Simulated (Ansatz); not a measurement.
CsCl-type TlBr was calculated with PBE0 (PAW; Ansatz, a quantum-chemistry and plane-wave program).

The input as run:

Ansatz 0.2 input:
```yaml
crystal:
  lattice:
    - [4.0114472086, 0.0, 0.0]
    - [0.0, 4.0114472086, 0.0]
    - [0.0, 0.0, 4.0114472086]
  atoms:
    - { symbol: Tl, position: [0.0, 0.0, 0.0] }
    - { symbol: Br, position: [0.5, 0.5, 0.5] }
basis:
  ecutwfc: 460
  ecutrho_ratio: 4
  xc_grid: 2
kpoints:
  mp_grid: { grid: [6, 6, 6] }
hamiltonian:
  xc: pbe0
  dispersion: none
  pseudopotentials: { kind: paw }
scf:
  occupations: { method: fermi_dirac, width: 0.01 }
  convergence: { dr2_threshold: 0.0000000002 }
output:
  forces: true
  stress: true
  eigenvalues: true
```

**Question.** How many irreducible k-points, plane waves at Γ does the program set up, and what pressure does the run end with?

**Answer.** 20 irreducible k-points, 1419 plane waves at Γ; P = 0.28 GPa, so the cell is compressed on average and its volume would grow at this level.

Excerpt of the program's output:

```
WARN output.stress: scf.exx.energy_threshold = 1e-6 eV is looser than the 2e-8 eV advised for a stress under a hybrid functional (1e-8 eV for each atom of the …
Crystal: 2 atoms, lattice volume = 64.551 Å³
Basis set: ecut = 460 eV, 1419 PW (Γ), exchange–correlation on 60×60×60 points (8 copies of the dense FFT grid, shifted against one another)
Bands: 14, of which v1, the nominal top of the filled ones, is band 10 counted from 1 (9 counted from 0)
Symmetry: 48 space group operations
Space group: Pm-3m (ITA 221), of the structure as read, at distance tolerance 4.0e-5 Å
k-points: 20 of 216
Functional: x = pbe(κ = 0.804, μ = 0.2195149727645171), c = pbe(β = 0.06672455060314922), warm-up for x = 0.75 pbe(κ = 0.804, μ = 0.2195149727645171) + 0.25 exact, c = pbe(β = 0.06672455060314922)
SCF iter   1: F=—  HF=-14229.001787 eV  |F-HF|=—  |Δ(HF+E_count)|=         —  Δρ=1.46e-3  dr2=2.52e-3
SCF iter   2: F=-14229.001272 eV  HF=-14229.001383 eV  |F-HF|=1.11e-4  |Δ(HF+E_count)|=   4.04e-4  Δρ=3.66e-4  dr2=1.65e-4
Crystal: 2 atoms, lattice volume = 64.551 Å³
Initial density: handed on by an earlier stage of this run
Functional: x = 0.75 pbe(κ = 0.804, μ = 0.2195149727645171) + 0.25 exact, c = pbe(β = 0.06672455060314922)
  ...
Crystal: 2 atoms, lattice volume = 64.551 Å³
SCF iter   4: F=—  HF=-14231.330710 eV  |F-HF|=—  |Δ(HF+E_count)|=   1.61e-8  Δρ=2.85e-6  dr2=2.95e-9
SCF iter   5: F=-14231.330710 eV  HF=-14231.330710 eV  |F-HF|=1.09e-11  |Δ(HF+E_count)|=   2.51e-9  Δρ=4.21e-7  dr2=8.96e-11
SCF 3 converged in 5 iterations: F = -14231.330710 eV  dr2 = 8.96e-11
Free energy (F): -14231.330710 eV
Internal energy: -14231.330710 eV  (E = F + TS)
E sigma→0 (E₀):  -14231.330710 eV
Fermi energy:    5.616602 eV
--- Stress (GPa, compression-positive) ---
        0.279435       0.000000       0.000000
        0.000000       0.279435       0.000000
        0.000000       0.000000       0.279435
  P = ⅓ Tr σ = 0.2794 GPa (2.794 kbar)
```

The cell is one volume of an energy–volume scan, off the minimum.

The PAW data were made under PBE.

Computing time: roughly 50 core-seconds.
